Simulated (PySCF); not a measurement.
Molfile (atoms numbered from 1):
```
C3H3F3
     RDKit          3D

  9  9  0  0  0  0  0  0  0  0999 V2000
    1.8368   -0.0211   -0.6442 F   0  0  0  0  0  0  0  0  0  0  0  0
    0.8300   -0.1081    0.2468 C   0  0  1  0  0  0  0  0  0  0  0  0
   -0.3571    0.8221    0.0646 C   0  0  0  0  0  0  0  0  0  0  0  0
   -0.4755   -0.6287   -0.2202 C   0  0  0  0  0  0  0  0  0  0  0  0
   -0.5937   -1.0365   -1.4820 F   0  0  0  0  0  0  0  0  0  0  0  0
   -1.1956   -1.4012    0.5986 F   0  0  0  0  0  0  0  0  0  0  0  0
    1.1610   -0.3516    1.2624 H   0  0  0  0  0  0  0  0  0  0  0  0
   -0.8396    1.2341    0.9543 H   0  0  0  0  0  0  0  0  0  0  0  0
   -0.3107    1.4740   -0.8122 H   0  0  0  0  0  0  0  0  0  0  0  0
  1  2  1  0
  2  3  1  0
  3  4  1  0
  4  5  1  0
  4  6  1  0
  4  2  1  0
  2  7  1  1
  3  8  1  0
  3  9  1  0
M  END
```

Geometry: PBE0-D3(BJ)/def2-SVP; GIAO shifts from PySCF 2.14.0 with density-fitted response routines, gas phase, non-relativistic, averaged over equivalent atoms.

At B3LYP/pcSseg-2 (258 basis functions, 35 s wall time on 1 thread of an Arm Neoverse V2, shared host):
| atoms | δ (ppm) |
| --- | --- |
| F6 | -150.6 |
| F5 | -167.2 |
| F1 | -243.1 |
| C4 | 115.5 |
| C2 | 75.7 |
| C3 | 20.8 |
| H7 | 4.49 |
| H9 | 1.43 |
| H8 | 1.42 |

Shifts are taken against calculated references (same method and geometry level): 19F (169.74 ppm) against CFCl3; 13C (179.19 ppm) and 1H (31.39 ppm) against TMS.

**Question.** Estimate the result of repeating the calculation with mPW1PW91/pcSseg-2.

**Answer.** 
```
atoms  δ at mPW1PW91/pcSseg-2  change
   F6                  -148.4    +2.2
   F5                  -164.3    +2.9
   F1                  -240.8    +2.3
   C4                   113.9    -1.6
   C2                    74.2    -1.5
   C3                    20.0    -0.8
   H7                    4.44   -0.05
   H9                    1.44   +0.01
   H8                    1.39   -0.03
```

References, each an isolated molecule treated in the same way: 19F (σref 177.19) vs CFCl3; TMS for 13C (σref 183.53) and 1H (σref 31.29).

The largest change is at F5 (fluorine of a CF2 group). Cost: 258 basis functions, 34 s wall time on 1 thread of an Arm Neoverse V2, shared host. The order of the carbon signals is the same at both levels.

Unscaled 19F shifts against computed CFCl3 carry errors that often reach 10 to 50 ppm.
